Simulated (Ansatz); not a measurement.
Bond stretch in LiH, singlet.

- RKS-PBE = restricted PBE/aug-cc-pVDZ (Ansatz, a first-principles code)
- UKS-PBE = Ansatz with unrestricted PBE/aug-cc-pVDZ
- RKS-PBE0 = restricted PBE0/aug-cc-pVDZ (Ansatz)
- FCI = full CI/aug-cc-pVDZ, frozen core run with Ansatz

Energies relative to the lowest point of each curve near equilibrium, in kJ/mol; the last columns give the error against full CI:

```tsv
R / Å	RKS-PBE	UKS-PBE	RKS-PBE0	FCI	RKS-PBE − FCI	UKS-PBE − FCI	RKS-PBE0 − FCI
1.20	84.6	84.6	84.7	88.6	-3.9	-3.9	-3.9
1.26	56.9	56.9	56.8	59.8	-2.9	-2.9	-3.1
1.34	30.7	30.7	30.4	32.6	-1.9	-1.9	-2.2
1.45	9.6	9.6	9.3	10.5	-0.9	-0.9	-1.2
1.52	2.9	2.9	2.7	3.3	-0.4	-0.4	-0.6
1.54	1.7	1.7	1.6	2.1	-0.3	-0.3	-0.5
1.60	0.0	0.0	0.0	0.0	0.0	0.0	0.0
1.65	0.2	0.2	0.4	0.0	0.2	0.2	0.4
1.69	1.3	1.3	1.6	0.9	0.4	0.4	0.7
1.75	4.3	4.3	4.9	3.7	0.6	0.6	1.2
1.87	13.7	13.7	15.0	12.8	0.9	0.9	2.2
2.00	27.5	27.5	29.7	26.4	1.1	1.1	3.3
2.13	43.5	43.5	46.9	42.3	1.3	1.3	4.6
2.41	80.8	80.8	86.9	79.2	1.6	1.6	7.7
2.62	108.3	108.3	116.9	106.4	2.0	2.0	10.5
2.88	139.8	138.9	151.6	136.9	2.9	2.0	14.6
3.20	173.4	166.6	189.4	168.1	5.2	-1.5	21.2
3.54	202.5	186.6	223.2	192.4	10.2	-5.8	30.8
3.88	225.8	199.9	251.0	207.8	17.9	-7.9	43.2
4.34	249.4	210.9	280.3	218.5	30.9	-7.6	61.9
4.73	263.9	216.0	299.2	222.4	41.5	-6.4	76.8
5.58	283.6	217.7	326.7	225.1	58.6	-7.4	101.6
6.40	293.5	217.8	341.9	225.5	67.9	-7.8	116.4
```

RKS-PBE is furthest from FCI at 6.40 (67.9 kJ/mol, above); its mean absolute error over the points is 11.0 kJ/mol.

UKS-PBE is furthest from FCI at 3.88 (-7.9 kJ/mol, below); its mean absolute error over the points is 2.8 kJ/mol.

RKS-PBE0 is furthest from FCI at 6.40 (116.4 kJ/mol, above); its mean absolute error over the points is 22.1 kJ/mol.

The restricted form behind RKS-PBE, RKS-PBE0 keeps the bonding electrons paired and can't separate into open-shell fragments. The unrestricted determinant behind UKS-PBE is spin-contaminated at 2.88 to 6.40 Å (<S²> up to 1.0, against 0.00 for a pure singlet).
